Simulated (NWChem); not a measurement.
**doublet [SiH4O2]+: levels of theory compared**

Aim: a comparison of 3 runs (UHF/def2-SVPD, UPBE0/def2-SVPD, UMP2/def2-SVPD) of doublet [SiH4O2]+. 

Program for the calculation: NWChem 7.3.0.

4 further runs of the same task are left out: 2 that didn't finish, 2 set aside as unsound or not needed.

## Step 1: The structure to begin with

[SiH4O2]+: 7 atoms, total charge +1, spin state doublet. As SMILES of the parent species, `O[SiH2]O`. Geometry: relaxed at PBE0-D4/def2-TZVP. This is one conformer, not always the lowest. That shape belongs to the parent species and isn't relaxed for this state.

Bond lengths: O1–Si2 1.642 Å, Si2–O3 1.642 Å, O1–H4 0.958 Å, Si2–H5 1.481 Å, Si2–H6 1.481 Å, O3–H7 0.958 Å. Angles: O1–Si2–O3 113.5°, O1–Si2–H5 111.5°, O1–Si2–H6 103.9°, O3–Si2–H5 103.9°, O3–Si2–H6 111.5°, Si2–O1–H4 117.7°, Si2–O3–H7 117.7°, H5–Si2–H6 112.9°.

## Step 2: A single-point energy at UHF/def2-SVPD (run 1)

Input file h4o2si.nw:

```
start h4o2si
memory 2200 mb
charge 1

geometry units angstrom noautosym nocenter noautoz
  O       -1.385150      -0.243860      -0.354380
  Si       0.051410       0.422210       0.079240
  O        1.274030      -0.668570       0.183160
  H       -1.456660      -0.615580      -1.234790
  H        0.526670       1.393040      -0.933360
  H       -0.229300       1.048860       1.391580
  H        1.219010      -1.336090       0.868560
end

basis spherical bse
  * library def2-SVPD
end

scf
  nopen 1
  uhf
  thresh 1e-08
  maxiter 80
  noprint "final vectors analysis"
end

task scf energy
```

Run with:

```console
$ nwchem h4o2si.nw > h4o2si.out
```

Standard output:

```text
[...]
  functions       =   102
[...]
  wavefunction    = UHF
[...]
         Total SCF energy =   -440.454828491442
      One electron energy =   -840.991094774472
      Two electron energy =    280.062305579657
 Nuclear repulsion energy =    120.473960703373
                       Sz =      0.5000
                 Sz(Sz+1) =      0.7500
                      S^2 =      0.7995
[...]
```

Run time: 36 s. Hardware: 1 thread of Intel Xeon 6975P-C (Granite Rapids), shared host; peak memory 0.097 GiB.

## Step 3: The energy at UPBE0/def2-SVPD (run 2)

Input file input.nw:

```
start input
title "H4O2Si energy"
memory 2200 mb
charge 1

geometry noautosym nocenter noautoz
   O     -1.385150    -0.243860    -0.354380
   Si     0.051410     0.422210     0.079240
   O      1.274030    -0.668570     0.183160
   H     -1.456660    -0.615580    -1.234790
   H      0.526670     1.393040    -0.933360
   H     -0.229300     1.048860     1.391580
   H      1.219010    -1.336090     0.868560
end

basis "ao basis" spherical bse
   * library def2-SVPD
end

dft
   xc pbe0
   mult 2
   grid fine
   convergence energy 1e-08
   iterations 100
   mulliken
   print low
end

task dft energy
```

Run with:

```console
$ nwchem input.nw > input.out
```

Standard output:

```text
[...]
 d= 0,ls=0.0,diis     1   -441.2447082987 -5.62D+02  1.53D-02  7.16D-01     3.5
[...]
 d= 0,ls=0.0,diis    16   -441.5333107536 -4.12D-09  3.28D-07  3.23D-10    38.2
[...]
         Total DFT energy =     -441.533310753621
      One electron energy =     -840.977995789607
           Coulomb energy =      317.962365467733
    Exchange-Corr. energy =      -38.991641135120
 Nuclear repulsion energy =      120.473960703373
[...]
      Total Density - Mulliken Population Analysis
     ---------------------------------------------
    Atom       Charge   Shell Charges
 -----------   ------   -------------------------------------------------------
    1 O    8     8.51   1.99  1.09  0.64  0.15  2.86  1.64  0.12  0.01  0.01
    2 Si  14    12.86   2.00  1.98  1.07 -0.32 -0.02  5.93  1.21  0.56  0.41  0.05
    3 O    8     8.51   1.99  1.09  0.64  0.15  2.86  1.64  0.12  0.01  0.01
    4 H    1     0.73   0.67 -0.00  0.07 -0.00
    5 H    1     0.83   0.67  0.14  0.01  0.01
    6 H    1     0.83   0.67  0.14  0.01  0.01
    7 H    1     0.73   0.67 -0.00  0.07 -0.00
[...]
      <S2> =      0.7599 (Exact =     0.7500)
[...]
```

Run time: 39 s. Hardware: 1 thread of Intel Xeon 6975P-C (Granite Rapids), shared host; peak memory 0.11 GiB.

## Step 4: The energy at UMP2/def2-SVPD (run 3)

Input file h4o2si.nw:

```
start h4o2si
memory total 2200 mb
charge 1

geometry noautosym nocenter noautoz
  O       -1.385150      -0.243860      -0.354380
  Si       0.051410       0.422210       0.079240
  O        1.274030      -0.668570       0.183160
  H       -1.456660      -0.615580      -1.234790
  H        0.526670       1.393040      -0.933360
  H       -0.229300       1.048860       1.391580
  H        1.219010      -1.336090       0.868560
end

basis spherical bse
  O library def2-SVPD
  Si library def2-SVPD
  H library def2-SVPD
end

scf
  nopen 1
  uhf
  thresh 1e-08
  maxiter 80
end

mp2
  freeze core 7
  tight
end

task mp2 energy
```

Run with:

```console
$ nwchem h4o2si.nw > h4o2si.out
```

Standard output:

```text
[...]
  functions       =   102
[...]
  wavefunction    = UHF
[...]
         Total SCF energy =   -440.454828491442
      One electron energy =   -840.991094774472
      Two electron energy =    280.062305579657
 Nuclear repulsion energy =    120.473960703373
                       Sz =      0.5000
                 Sz(Sz+1) =      0.7500
                      S^2 =      0.7995
[...]
          Total MP2 energy          -440.946744484854
[...]
```

Wall time 43 s (1 thread of Intel Xeon 6975P-C (Granite Rapids), shared host); peak memory 0.26 GiB.

## Step 5: Overview of the runs

```csv
run,level,iteration cap,module,energy (Eh),⟨S²⟩,wall time
1,UHF/def2-SVPD,80,scf,-440.454828,0.799,36 s
2,UPBE0/def2-SVPD,100,dft,-441.533311,0.760,39 s
3,UMP2/def2-SVPD,80,mp2,-440.946744,0.799,43 s
```

## Step 6: Summary of results

| quantity | value |
| --- | --- |
| run 3: total energy | -440.94674 Eh |
| run 3: HOMO energy (Hartree–Fock orbitals) (highest over α and β) | -19.33 eV |
| run 3: LUMO energy (Hartree–Fock orbitals) (lowest over α and β) | -10.63 eV |
| run 3: correlation energy (7 core orbitals frozen) | -491.9 mEh |
| run 3: ⟨S²⟩ of the reference determinant | 0.799 |

All runs together took 2 min, the longest 43 s.
